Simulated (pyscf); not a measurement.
This saddle point was located with ωB97X-D3(BJ)/def2-SVP in PySCF.

```xyz
6

C     -1.5671     0.0332     0.1909
C     -2.5407    -0.3488     0.8159
H     -0.2770    -0.0376    -0.3038
H     -3.4027    -0.6868     1.3692
F      0.2867     0.7630    -1.0022
H     -0.8420     0.8972    -0.6104
```
Charge 0, spin multiplicity 1.

Surface: singlet, charge 0. Lowest wavenumbers (cm⁻¹): 2556i, 154, 184, 598, 725.

Problem. What reaction is this the transition state of?

Solution. HC≡CH + HF ⇌ HC≡CH + HF, a four-centre exchange read from left to right: C–H, F–H broken and C–H, F–H formed. At CCSD(T)/def2-TZVPP + ΔMP2(QZVPP) it lies +63.3 kcal/mol from the left side and +63.3 kcal/mol from the right (each side as separated species at their lowest minima found). On the reactant side the descent ends in a complex, 5.3 kcal/mol under the separated species and 65.3 kcal/mol under the saddle at ωB97X-D3(BJ)/def2-TZVP. On the product side the descent ends in a complex, 5.3 kcal/mol under the separated species and 65.3 kcal/mol under the saddle at ωB97X-D3(BJ)/def2-TZVP. At ωB97X-D3(BJ) the barrier from the zero used here is 60.0 kcal/mol. The same reactants have a lower exit, to H₂C=CH–F (barrier +45.4 kcal/mol at ωB97M-D3(BJ), against +58.7 kcal/mol here). This is the saddle that the search found; another between the same sides may lie lower. The CCSD(T) − MP2 part came from Ansatz, without density fitting, on the same reference.
